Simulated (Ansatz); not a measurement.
Two shapes of singlet SiH₂.

Shape 1:

```xyz
3

Si    0.0003    0.0025   -0.0842
H    -0.0483    1.0835    0.9413
H    -0.0274   -1.1293    0.9136
```

Shape 2:

```xyz
3

Si    0.0075   -0.0049   -0.1386
H    -0.0057    1.1043    0.9403
H    -0.0040   -1.0887    0.9444
```

Basis set: STO-3G (spherical functions). Left uncorrelated: 5 orbitals. Charge 0, multiplicity 1.

Computed with Ansatz (development build ahead of 0.2.0); each method stands on the lowest determinant of its kind that the runs found.

Q: Which shape is lower in energy, and by how much in each method?

A:

```
 method  E(2) − E(1) (eV)
    RHF             0.099
RHF-MP2             0.052
```

Shape 1 is lower.
